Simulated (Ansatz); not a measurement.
A calculation with Ansatz (development build ahead of 0.2.0).

```yaml
crystal:
  periodic: [false, false, false]
  atoms:
    - { symbol: Si, position_ang: [0.0, 0.0, 0.0] }
    - { symbol: H, position_ang: [2.30879, 0.0, 0.0] }
    - { symbol: H, position_ang: [-2.13212, 0.0, 0.0] }
basis:
  gaussian: { orbitals: "6-31G" }
total_charge: 1
magnetization:
  initial_magnetization: 1
hamiltonian:
  xc: hf
correlation:
  method: fci
  frozen_orbitals: { H: 0, Si: 5 }
```

The input is written out in the form of the current development build from the run's settings.

The run gave:

| Quantity | Value |
| --- | --- |
| Converged | yes |
| Total energy | -289.62839 hartree |
| State | lowest doublet root, of any spatial symmetry |
